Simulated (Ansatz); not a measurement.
A calculation with Ansatz (development build ahead of 0.2.0).

```yaml
crystal:
  periodic: [false, false, false]
  atoms:
    - { symbol: Al, position_ang: [-0.04625, 0.01658, -0.67654] }
    - { symbol: F, position_ang: [-0.00181, 0.00989, 0.94163] }
basis:
  gaussian: { orbitals: aug-cc-pVDZ }
hamiltonian:
  xc: hf
```

The input is written out in the form of the current development build from the run's settings.

The run gave:

```json
{"Converged": "yes", "Total energy": "-341.43786 hartree", "Spin squared of the determinant": "0.000"}
```
